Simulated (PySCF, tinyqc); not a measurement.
Worked calculation: CID on RHF in the sto-6g basis, frozen core, for LiH, spin multiplicity 1. The lowest restricted solution is unstable here: a spin-polarised one lies 0.0221 hartree lower (PySCF). Computed by tinyqc, a small Python program that keeps every step (integrals from PySCF). Settings: charge = 0, multiplicity = 1, basis = sto-6g, method = RHF, frozen orbitals = 1, energy threshold = 1e-10, iteration cap = 90, orthogonalisation = canonical, start = Wolfsberg-Helmholz matrix, DIIS depth = 6, ci = CID, davidson = 1. Command: `OMP_NUM_THREADS=1 python tinyqc.py 22854 22855 out.jsonl` (the two numbers bound the seeds that draw the settings). One thread of a shared host (Intel(R) Xeon(R) Processor @ 2.60GHz), about 0.2 s of CPU time with the checks. The early iterations of the SCF are left out here.

## One-electron integrals

Geometry (angstrom):

| atom | x | y | z |
|---|---|---|---|
| Li | 0.000000 | 0.000000 | 0.000000 |
| H | 0.000000 | 0.000000 | 2.443000 |

Basis sto-6g: exponents (1/bohr^2) and contraction coefficients of normalised primitives:

| element | l (shell) | exponent | coefficient |
|---|---|---|---|
| Li | s (1) | 167.175846 | 0.009164 |
| Li | s (1) | 30.651508 | 0.049361 |
| Li | s (1) | 8.575187 | 0.168538 |
| Li | s (1) | 2.945808 | 0.370563 |
| Li | s (1) | 1.143944 | 0.416492 |
| Li | s (1) | 0.471139 | 0.130334 |
| Li | s (2) | 6.597564 | -0.013253 |
| Li | s (2) | 1.305830 | -0.046992 |
| Li | s (2) | 0.405851 | -0.033785 |
| Li | s (2) | 0.156146 | 0.250242 |
| Li | s (2) | 0.067814 | 0.595117 |
| Li | s (2) | 0.031084 | 0.240706 |
| Li | p (3) | 6.597564 | 0.003760 |
| Li | p (3) | 1.305830 | 0.037679 |
| Li | p (3) | 0.405851 | 0.173897 |
| Li | p (3) | 0.156146 | 0.418036 |
| Li | p (3) | 0.067814 | 0.425860 |
| Li | p (3) | 0.031084 | 0.101708 |
| H | s (1) | 35.523221 | 0.009164 |
| H | s (1) | 6.513144 | 0.049361 |
| H | s (1) | 1.822143 | 0.168538 |
| H | s (1) | 0.625955 | 0.370563 |
| H | s (1) | 0.243077 | 0.416492 |
| H | s (1) | 0.100112 | 0.130334 |

Overlap, kinetic and nuclear-attraction integrals over the contracted functions; the nuclear repulsion is the sum of Za Zb / Rab.

nuclear repulsion = 0.64982875 hartree

overlap S, lower triangle:
```
           1Li 1s    1Li 2s   1Li 2px   1Li 2py   1Li 2pz     2H 1s
1Li 1s   1.000000
1Li 2s   0.235742  1.000000
1Li 2px  0.000000  0.000000  1.000000
1Li 2py  0.000000  0.000000  0.000000  1.000000
1Li 2pz  0.000000  0.000000  0.000000  0.000000  1.000000
2H 1s    0.010627  0.210496  0.000000  0.000000  0.310177  1.000000
```

kinetic energy T (hartree), lower triangle:
```
            1Li 1s    1Li 2s   1Li 2px   1Li 2py   1Li 2pz     2H 1s
1Li 1s    3.616742
1Li 2s   -0.110723  0.106524
1Li 2px   0.000000  0.000000  0.320007
1Li 2py   0.000000  0.000000  0.000000  0.320007
1Li 2pz   0.000000  0.000000  0.000000  0.000000  0.320007
2H 1s    -0.004754  0.005504  0.000000  0.000000  0.030294  0.768522
```

nuclear attraction V (hartree), lower triangle:
```
            1Li 1s     1Li 2s    1Li 2px    1Li 2py    1Li 2pz      2H 1s
1Li 1s   -8.283754
1Li 2s   -0.879426  -1.411692
1Li 2px   0.000000   0.000000  -1.393422
1Li 2py   0.000000   0.000000   0.000000  -1.393422
1Li 2pz  -0.007302  -0.075709   0.000000   0.000000  -1.448080
2H 1s    -0.040609  -0.308505   0.000000   0.000000  -0.459633  -1.889343
```

core Hamiltonian H = T + V (hartree), lower triangle:
```
            1Li 1s     1Li 2s    1Li 2px    1Li 2py    1Li 2pz      2H 1s
1Li 1s   -4.667011
1Li 2s   -0.990149  -1.305169
1Li 2px   0.000000   0.000000  -1.073414
1Li 2py   0.000000   0.000000   0.000000  -1.073414
1Li 2pz  -0.007302  -0.075709   0.000000   0.000000  -1.128072
2H 1s    -0.045363  -0.303001   0.000000   0.000000  -0.429339  -1.120821
```

## Two-electron integrals

Functions are numbered as in S; the eight-fold symmetry (ij|kl) = (ji|kl) = (kl|ij) leaves the list below.

Two-electron integrals (ij|kl) in chemists' order, unique and non-zero (hartree):
```
(11|11) 1.681247   (21|11) 0.242603   (21|21) 0.044507   (22|11) 0.397190
(22|21) 0.090279   (22|22) 0.290625   (31|31) 0.009437   (32|31) 0.014261
(32|32) 0.064236   (33|11) 0.397190   (33|21) 0.090279   (33|22) 0.290625
(33|33) 0.313125   (41|41) 0.009437   (42|41) 0.014261   (42|42) 0.064236
(43|43) 0.016875   (44|11) 0.397190   (44|21) 0.090279   (44|22) 0.290625
(44|33) 0.279374   (44|44) 0.313125   (51|51) 0.009437   (52|51) 0.014261
(52|52) 0.064236   (53|53) 0.016875   (54|54) 0.016875   (55|11) 0.397190
(55|21) 0.090279   (55|22) 0.290625   (55|33) 0.279374   (55|44) 0.279374
(55|55) 0.313125   (61|11) 0.010536   (61|21) 0.001912   (61|22) 0.003995
(61|33) 0.003936   (61|44) 0.003936   (61|51) 0.000257   (61|52) 0.000552
(61|55) 0.004113   (61|61) 0.000091   (62|11) 0.057720   (62|21) 0.013468
(62|22) 0.050667   (62|33) 0.047712   (62|44) 0.047712   (62|51) 0.002071
(62|52) 0.015808   (62|55) 0.056577   (62|61) 0.000721   (62|62) 0.019456
(63|31) 0.000719   (63|32) 0.004129   (63|53) 0.001906   (63|63) 0.000864
(64|41) 0.000719   (64|42) 0.004129   (64|54) 0.001906   (64|64) 0.000864
(65|11) 0.080921   (65|21) 0.018979   (65|22) 0.073009   (65|33) 0.068085
(65|44) 0.068085   (65|51) 0.003233   (65|52) 0.024734   (65|55) 0.082857
(65|61) 0.001040   (65|62) 0.030037   (65|65) 0.046591   (66|11) 0.216586
(66|21) 0.051046   (66|22) 0.209461   (66|33) 0.193238   (66|44) 0.193238
(66|51) 0.007278   (66|52) 0.072040   (66|55) 0.241908   (66|61) 0.002763
(66|62) 0.109640   (66|65) 0.173279   (66|66) 0.774999
```

## Orthogonalisation

S = U s U^T; canonical form X = U s^(-1/2), so that X^T S X = 1. Each column of U has its largest component positive (the first on a tie).

eigenvalues of S: 0.599758  0.815041  1.000000  1.000000  1.176890  1.408311

X:
```
                 1          2          3         4          5         6
1Li 1s    0.361522   0.722500   0.000000  0.000000   0.582839  0.261584
1Li 2s   -0.651371  -0.552261   0.000000  0.000000   0.449724  0.428781
1Li 2px   0.000000   0.000000  -0.032046  0.999486   0.000000  0.000000
1Li 2py   0.000000   0.000000   0.999486  0.032046   0.000000  0.000000
1Li 2pz  -0.646056   0.543165   0.000000  0.000000  -0.481891  0.409284
2H 1s     0.833648  -0.323891   0.000000  0.000000  -0.274817  0.538774
```

Within a degenerate level the vectors are fixed only up to a rotation; this is one choice.

## Iteration 9 (converged): orbitals

converged F (hartree), lower triangle:
```
            1Li 1s     1Li 2s   1Li 2px   1Li 2py    1Li 2pz      2H 1s
1Li 1s   -2.413384
1Li 2s   -0.621713  -0.186986
1Li 2px   0.000000   0.000000  0.155163
1Li 2py   0.000000   0.000000  0.000000  0.155163
1Li 2pz   0.012715  -0.047483  0.000000  0.000000   0.076010
2H 1s    -0.028771  -0.169300  0.000000  0.000000  -0.170621  -0.065001
```

Diagonalise F' = X^T F X, C = X C', fill 2 alpha and 2 beta electrons from the bottom; D = 2 C_occ C_occ^T. Each column has its largest component positive (the first on a tie).

F' = X^T F X (hartree), lower triangle:
```
           1          2         3         4          5          6
1   0.189006
2  -0.378321  -0.753689
3   0.000000   0.000000  0.155163
4   0.000000   0.000000  0.000000  0.155163
5  -0.355003  -1.013104  0.000000  0.000000  -1.151517
6  -0.202002  -0.443334  0.000000  0.000000  -0.599930  -0.520640
```

orbital energies (hartree): MO1 -2.414677, MO2 -0.213513, MO3 0.066065, MO4 0.155163, MO5 0.155163, MO6 0.325284

coefficients C:
```
               MO1        MO2        MO3        MO4       MO5        MO6
1Li 1s    0.994210  -0.139042  -0.206461   0.000000  0.000000   0.102079
1Li 2s    0.023474   0.513269   0.803104   0.000000  0.000000  -0.454324
1Li 2px   0.000000   0.000000   0.000000   0.906354  0.422519   0.000000
1Li 2py   0.000000   0.000000   0.000000  -0.422519  0.906354   0.000000
1Li 2pz  -0.004398   0.316537  -0.571385   0.000000  0.000000  -0.827921
2H 1s    -0.000988   0.627478  -0.243006   0.000000  0.000000   0.844331
```

D after iteration 9, lower triangle:
```
            1Li 1s    1Li 2s   1Li 2px   1Li 2py   1Li 2pz     2H 1s
1Li 1s    2.015571
1Li 2s   -0.096055  0.527991
1Li 2px   0.000000  0.000000  0.000000
1Li 2py   0.000000  0.000000  0.000000  0.000000
1Li 2pz  -0.096769  0.324730  0.000000  0.000000  0.200429
2H 1s    -0.176457  0.644083  0.000000  0.000000  0.397248  0.787458
```

Within a degenerate level the vectors are fixed only up to a rotation; this is one choice.

## Convergence

Stop when the energy changes by less than 1e-10 hartree and every element of the error matrix X^T (F D S - S D F) X is below 3e-06.

Course of the cycle:

| iteration | E (hartree) | change | largest element of the error matrix |
|---|---|---|---|
| 1 | -7.84825182 | - | 5.16e-02 |
| 2 | -7.86005279 | -1.18e-02 | 2.36e-02 |
| 3 | -7.86526798 | -5.22e-03 | 1.53e-02 |
| 4 | -7.86697850 | -1.71e-03 | 4.16e-03 |
| 5 | -7.86709128 | -1.13e-04 | 5.39e-04 |
| 6 | -7.86709268 | -1.40e-06 | 1.87e-04 |
| 7 | -7.86709283 | -1.50e-07 | 2.07e-05 |
| 8 | -7.86709283 | -1.78e-09 | 1.73e-07 |
| 9 | -7.86709283 | -7.99e-14 | 3.34e-09 |

PySCF RHF in the same basis = -7.86709283 hartree

Converged in 9 iterations.

## Integrals over molecular orbitals

(pq|rs) = sum C_ip C_jq C_kr C_ls (ij|kl), one index at a time.

one-electron integrals over orbitals h = C^T H C (hartree), lower triangle:
```
           1          2          3          4          5          6
1  -4.659901
2   0.095667  -1.228831
3   0.162122  -0.002297  -1.084620
4   0.000000   0.000000   0.000000  -1.073414
5   0.000000   0.000000   0.000000   0.000000  -1.073414
6  -0.053667   0.065756   0.017580   0.000000   0.000000  -1.029288
```

Two-electron integrals over orbitals (pq|rs), unique and non-zero (hartree); the lowest 1 orbital is frozen and left out:
```
(22|22) 0.435629    (32|22) -0.066115   (32|32) 0.028267    (33|22) 0.210456
(33|32) 0.017594    (33|33) 0.321776    (42|42) 0.020392    (43|42) 0.021129
(43|43) 0.041654    (44|22) 0.232524    (44|32) 0.019626    (44|33) 0.277739
(44|44) 0.313125    (52|52) 0.020392    (53|52) 0.021129    (53|53) 0.041654
(54|54) 0.016875    (55|22) 0.232524    (55|32) 0.019626    (55|33) 0.277739
(55|44) 0.279374    (55|55) 0.313125    (62|22) 0.105298    (62|32) -0.052233
(62|33) -0.017624   (62|44) -0.044121   (62|55) -0.044121   (62|62) 0.133897
(63|22) -0.063798   (63|32) 0.023499    (63|33) 0.037426    (63|44) 0.011660
(63|55) 0.011660    (63|62) -0.043684   (63|63) 0.036144    (64|42) -0.017337
(64|43) -0.010748   (64|64) 0.018508    (65|52) -0.017337   (65|53) -0.010748
(65|65) 0.018508    (66|22) 0.401950    (66|32) -0.049424   (66|33) 0.239158
(66|44) 0.253895    (66|55) 0.253895    (66|62) 0.078509    (66|63) -0.046225
(66|66) 0.393015
```

## CID: determinants and Hamiltonian

one-electron integrals dressed by the frozen orbital, h + 2 (pq|11) - (p1|1q) (hartree), lower triangle:
```
           2          3          4          5          6
2  -0.649142
3   0.066115  -0.326580
4   0.000000   0.000000  -0.289493
5   0.000000   0.000000   0.000000  -0.289493
6  -0.105298   0.075363   0.000000   0.000000  -0.344718
```

energy of the frozen orbital, 2 h_11 + (11|11) = -7.65426635 hartree

Hartree-Fock energy = -7.86709283 hartree

Slater-Condon rules over spin orbitals, with the nuclear repulsion and the energy of the frozen orbital added and E(HF) subtracted on the diagonal. Only determinants linked to the reference directly or through others are kept (one block of an abelian symmetry group), so some states are absent.

Occupation strings over the orbitals (2 doubly, a alpha, b beta, 0 empty; spin orbitals ordered 1a 1b 2a 2b ...): 220000 202000 20a00b 200200 200020 20b00a 200002

H - E(HF) between determinants (hartree), lower triangle:
```
           220000     202000     20a00b    200200    200020     20b00a    200002
220000   0.000000
202000   0.028267   0.531272
20a00b  -0.052233   0.112789   0.430516
200200   0.020392   0.041654  -0.010748  0.596793
200020   0.020392   0.041654  -0.010748  0.016875  0.596793
20b00a   0.052233  -0.112789  -0.036144  0.010748  0.010748   0.430516
200002   0.133897   0.036144   0.029137  0.018508  0.018508  -0.029137  0.566235
```

## CID: roots

Diagonalise (each vector has its largest component positive (the first on a tie)); all determinants have Ms = 0, so triplets appear too. The lowest singlet root is the correlation energy.

lowest roots of this matrix, relative to E(HF) (hartree): -0.046955  0.338581  0.394372  0.566604  0.579918  0.610646  0.708958

lowest vectors:
```
           root 1     root 2    root 3     root 4
220000   0.956405   0.172694  0.000000   0.196080
202000  -0.080623   0.640837  0.000000  -0.284927
20a00b   0.126582  -0.507114  0.707107  -0.123131
200200  -0.014289  -0.146119  0.000000  -0.228585
200020  -0.014289  -0.146119  0.000000  -0.228585
20b00a  -0.126582   0.507114  0.707107   0.123131
200002  -0.215257  -0.049747  0.000000   0.863450
```

<S^2> of these roots: 0.000000  0.000000  2.000000  0.000000  0.000000  0.000000  0.000000

weight of the ground state by excitation level 0, 1, 2, ...: 0.914710  0.000000  0.085290

## The lowest root by the Davidson method

Start from the reference; add the residual divided by (theta - H_ii), orthogonalised, at each step.

Davidson iterations:

| iteration | subspace | lowest Ritz value (hartree) | residual norm |
|---|---|---|---|
| 1 | 1 | 0 | 1.58e-01 |
| 2 | 2 | -0.04607816 | 2.04e-02 |
| 3 | 3 | -0.04693983 | 2.91e-03 |
| 4 | 4 | -0.04695427 | 4.85e-04 |
| 5 | 5 | -0.04695460 | 7.85e-17 |
